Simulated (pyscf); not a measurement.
SiH₂ [singlet] + H₃C–OH -> H₃C–O–SiH: [singlet] + H₂, a four-centre exchange (singlet surface; H–Si, H–O broken, O–Si, H–H formed). PySCF, gas phase, ωB97X-D3(BJ)/def2-SVP geometries. Energies in kcal/mol from the separated reactants.

Small-basis levels: PySCF, no dispersion term, spherical d functions. 

Problem. Quick MP2/6-31G* single points give ΔE‡ = 2.9 kcal/mol and ΔE = -36.5 kcal/mol. What does ωB97M-D3(BJ)/def2-TZVP give, and how far is the quick result from it?

Solution. ωB97M-D3(BJ)/def2-TZVP gives ΔE‡ = -0.7 kcal/mol and ΔE = -31.1 kcal/mol. MP2/6-31G* lies 3.6 kcal/mol over it in the barrier and 5.4 kcal/mol under it in the reaction energy, so on this step it does not hold to within 3.0 kcal/mol. ωB97M-D3(BJ)/def2-TZVP has limits of its own. On the reactant side the descent ends in an adduct with a O–Si contact, 23.7 kcal/mol under the separated species and 22.0 kcal/mol under the saddle at ωB97X-D3(BJ)/def2-TZVP. At ωB97M-D3(BJ) the saddle lies under the separated reactants, which points to a path from their complex (located at ωB97X-D3(BJ) alone). What is counted as formed (O–Si) is already present as a longer contact in the reactant adduct; forming that adduct is a step of its own. At the saddle there is also a short H–Si contact that neither side keeps. One saddle was located; it need not be the lowest between these sides.
